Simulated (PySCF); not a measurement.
C2H3O2 (doublet state).
Z-matrix (Å and degrees, GFN2-xTB geometry), rows numbered from 1:
```
C 
O   1  1.3348
C   2  1.3422  1  120.28
O   3  1.2019  2  125.63  1     0.01
H   1  1.0702  2  115.55  3  -179.92
H   1  1.0748  2  119.98  3    -0.13
H   3  1.0980  2  108.74  1   179.95
```

The hyperfine couplings belong to this conformer and change with its torsions.

Identity: `[CH2]OC=O` [radical].

The calculation used UKS B3LYP, pcH-1 on C H O, non-relativistic, mean-field spin-orbit, GIAO (PySCF). Isolated species at its GFN2-xTB geometry (one conformer only). Couplings are sensitive to structure, and on GFN2-xTB geometries they can be far from those on DFT ones.

What is the g tensor, term by term?

```json
{"Δg (ppm)": "relativistic mass correction", "1": "-173", "2": "-173", "3": "-173"}
{"Δg (ppm)": "gauge correction", "1": "2", "2": "44", "3": "37"}
{"Δg (ppm)": "orbital Zeeman/spin–orbit", "1": "-11", "2": "497", "3": "1604"}
{"Δg (ppm)": "total", "1": "-182", "2": "368", "3": "1469"}
```

So g = 2.00214, 2.00269, 2.00379 and g_iso = 2.00287; the tensor is rhombic: the two nearest values differ by 33 % of g3 − g1. Axes: g1 is normal to the molecular plane and g3 points within 9° of the C1–H5 bond.

How much does each term add to the isotropic shift?

The orbital-Zeeman/spin–orbit term 697, the mass correction -173 and the gauge correction 28 ppm, for a total of 552 ppm. The orbital-Zeeman/spin–orbit term is the largest in size. The mass correction is the same along every axis, so the anisotropy comes from the other two: their spans along these axes are 41 (gauge) and 1615 ppm (orbital Zeeman/spin–orbit).

At 33.997 GHz, how far is the centre of the isotropic spectrum from where a free electron (g = 2.002319) resonates?

B = hν/(g μB) with μB/h = 13.99624 MHz/mT gives 1213.10 mT for the free electron and 1212.76 mT at g_iso, 0.33 mT lower.

What are the electron Larmor frequencies g μB B/h along the three axes at 3350 mT?

93.8751, 93.9009, 93.9525 GHz for g1, g2 and g3, a range of 77.4 MHz.

In a frozen sample, at which fields do the three g values resonate at 9.5, 34, 94 and 263 GHz (hyperfine left aside), and which band first spreads them over more than twice a line width of 0.3 mT?

```csv
band,GHz,B(g3) mT,B(g2) mT,B(g1) mT,spread mT
X,9.5,338.74,338.92,339.01,0.28
Q,34.0,1212.32,1212.98,1213.31,1.00
W,94.0,3351.70,3353.54,3354.46,2.76
J,263.0,9377.62,9382.77,9385.35,7.73
```

The spread grows in proportion to the frequency. Q band is the first where it exceeds 0.6 mT.

The Mulliken spin populations are largest on C1 (+0.96) and O4 (+0.07). No atom but C1 exceeds +0.15. The angles at C1 add up to 360.0°, so it is planar; its axial dipolar tensor and the negative couplings of its protons fit spin in a p orbital normal to that plane.

The HOMO–LUMO gaps are 5.35 eV among the α and 6.14 eV among the β orbitals.

The run took 23 s on Arm Neoverse V2, one thread, no GPU, on a shared host.
